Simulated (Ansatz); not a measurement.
hcp Cd was calculated with r²SCAN-D4 in Ansatz (PAW).

Run with plane-wave cutoff 560 eV, 24×24×10 k mesh (along the axes of the cell as run), Fermi–Dirac smearing 0.05 eV, scalar-relativistic PAW data made under PBE.

Energies at three volumes about the minimum:

| V (Å³/atom) | E − E_lowest (meV/atom) |
|---|---|
| 21.100 | 1.43 |
| 21.531 | 0.00 |
| 21.962 | 1.21 |

Question: Fit a parabola by hand: where is the minimum, and what is the bulk modulus?

Answer: Slopes: (0.00 − 1.43)/(21.531 − 21.100) = -3.318 and (1.21 − 0.00)/(21.962 − 21.531) = 2.807 meV/Å³. Curvature E″ = 2 × (2.807 − (-3.318))/(21.962 − 21.100) = 14.211 meV/Å⁶. From the middle of the first interval, the slope vanishes at V0 = 21.3155 − (-3.318)/14.211 = 21.549 Å³/atom. B = V0 E″ = 21.549 × 14.211 meV/Å³ × 0.1602 GPa per meV/Å³ = 49.1 GPa. The full Birch–Murnaghan fit to all volumes gives V0 = 21.537 Å³/atom and B0 = 48.8 GPa.

Shape and atoms are relaxed at each volume.

Measured, for comparison: bulk modulus 53.8 GPa (zero-point energy and finite temperature contributions removed, our sources range from 50.7 to 53.8; as tabulated in doi:10.1021/acs.jctc.3c00612). Computed (rounded) less measured: bulk modulus -9 % (-4 % to -9 % over the range).

Note: the bulk modulus comes from volumes at which shape and atoms were relaxed.

Ansatz is a first-principles code.
